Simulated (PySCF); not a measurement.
First SCF of a structure search on doublet CF3, at a hand-made trigonal pyramidal geometry. PySCF input:

```python
from pyscf import gto, scf, dft
mol = gto.M(atom='''
C      0.000000     0.000000     0.000000
F      1.227300     0.000000     0.652600
F     -0.613600     1.062900     0.652600
F     -0.613600    -1.062900     0.652600''',
    basis={'C': 'def2-TZVP', 'F': 'def2-TZVP'},
    charge=0, spin=1)
mf = dft.UKS(mol, xc='PBE')
mf.grids.atom_grid = (50, 194)
aux = {'C': 'def2-universal-JKFIT', 'F': 'def2-universal-JKFIT'}
mf = mf.density_fit(auxbasis=aux)
mf.conv_tol = 1e-08
mf.diis_space = 10
mf.max_cycle = 60
mf.init_guess = 'minao'
mf.verbose = 4
mf.kernel()
```

Excerpt of the output (cycles alone):

```
init E= -337.726781990806
cycle= 1 E= -337.215386509822  delta_E= 0.511  |g|= 0.659  |ddm|= 1.22
cycle= 2 E= -336.354275746774  delta_E= 0.861  |g|= 1.76  |ddm|= 1.01
cycle= 3 E= -337.363544700014  delta_E= -1.01  |g|= 0.0387  |ddm|= 0.716
cycle= 4 E= -337.363886678991  delta_E= -0.000342  |g|= 0.0211  |ddm|= 0.0453
cycle= 5 E= -337.364080039117  delta_E= -0.000193  |g|= 0.0014  |ddm|= 0.0129
cycle= 6 E= -337.364080444093  delta_E= -4.05e-07  |g|= 0.00116  |ddm|= 0.00131
cycle= 7 E= -337.364080648025  delta_E= -2.04e-07  |g|= 0.000854  |ddm|= 0.000816
cycle= 8 E= -337.364080876138  delta_E= -2.28e-07  |g|= 0.000109  |ddm|= 0.000407
cycle= 9 E= -337.364080880664  delta_E= -4.53e-09  |g|= 2.62e-05  |ddm|= 8.33e-05
Extra cycle  E= -337.364080880566  delta_E= 9.81e-11  |g|= 3.47e-05  |ddm|= 3.01e-05
converged SCF energy = -337.364080880566  <S^2> = 0.75173785  2S+1 = 2.0017371
```

No lower solution of this spin was found by a stability analysis within the unrestricted form.

The search for the lowest solution, with the stability check, took 9.1 s on 4 threads of a shared AMD EPYC 7R43 64-Core (Zen 3) host, with 124 basis functions; the process peaked at 0.36 GiB. Launch command: `OMP_NUM_THREADS=4 python axn.py task.json out`.
